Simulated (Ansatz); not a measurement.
# AlH (triplet): wave-function methods side by side at distance Al1–H2 = 3.029 Å, cc-pVQZ

One table from this session's results is given with a row withheld; the runs are named, their logs left out.

Computed with Ansatz 0.2.0, Gaussian basis. Level: cc-pVQZ, core rule «outside noble gas», up to 5 orbitals frozen.

To be run: UHF; CCSD(T) on ROHF; CCSD(T) on UHF; BCCD(T) on ROHF; CCSDT(Q) on ROHF; CCSDT(Q) on UHF; CASSCF and NEVPT2, 4 electrons in 5 orbitals; Full CI.

17 further runs of the same task are left out: 4 for a known fault of the program, 10 that didn't finish, 3 set aside as unsound or not needed.

**The system**

The geometry derives from a PBE0/def2-TZVP stationary point (not a proven minimum). One bond is set to the value named and the two fragments are kept rigid.

2 atoms, charge 0, spin multiplicity 3.

Atoms are counted from 1 here; the program's logs count them from 0.

No contacts short enough for the rule that draws bonds.

Coordinates:

```
Al    0.0000    0.0000    0.0000
H     0.0000    0.0000    3.0290
```

Set-up of the first run:

Contents of in.yaml:

```yaml
crystal:
  periodic: [false, false, false]
  atoms:
    - {symbol: Al, position_ang: [0.000000, 0.000000, 0.000000]}
    - {symbol: H, position_ang: [0.000000, 0.000000, 3.029000]}
basis:
  gaussian: {orbitals: cc-pVQZ}
magnetization: {spin_polarized: true, initial_magnetization: 2}
hamiltonian: {xc: hf}
output: {orbitals: {seedname: orbitals}}
```

Run with:

```console
ansatz run in.yaml --threads 1 --pin off --events-out ev --progress --plain --max-ram 2393MiB
```

Steps of the session up to this table: UHF; CCSD(T) on ROHF; CCSD(T) on UHF; BCCD(T) on ROHF; CCSDT(Q) on ROHF; CCSDT(Q) on UHF; CASSCF and NEVPT2, 4 electrons in 5 orbitals; Full CI.

One table of the session follows, with a row left open; its other results are not shown here.

```
        method  from FCI (meV)
          ROHF         +1626.3
           UHF         +1511.2
          RMP2          +437.5
          UMP2          +448.8
         RCCSD           +58.7
         UCCSD           +53.2
      RCCSD(T)           +14.3
      UCCSD(T)           +14.2
       BCCD(T)               ?
        RCCSDT            +0.2
        UCCSDT             0.0
     RCCSDT(Q)             0.0
     UCCSDT(Q)            -0.2
CASSCF valence          +957.9
NEVPT2 valence          +288.5
           FCI               0
```

Estimate the missing values for BCCD(T).

The run gave: from FCI (meV): +14.6. In the column «from FCI (meV)» it lies between RCCSD(T) (+14.3) and UCCSD (+53.2).

Limits of these values: Levels on UHF freeze UHF's core orbitals, full CI those of ROHF, so the U rows can settle a little off it for that reason alone. Restricted and unrestricted rows rest on different reference determinants; where their highest levels disagree by more than a few hundredths of an eV, they describe different states and don't form one ladder.
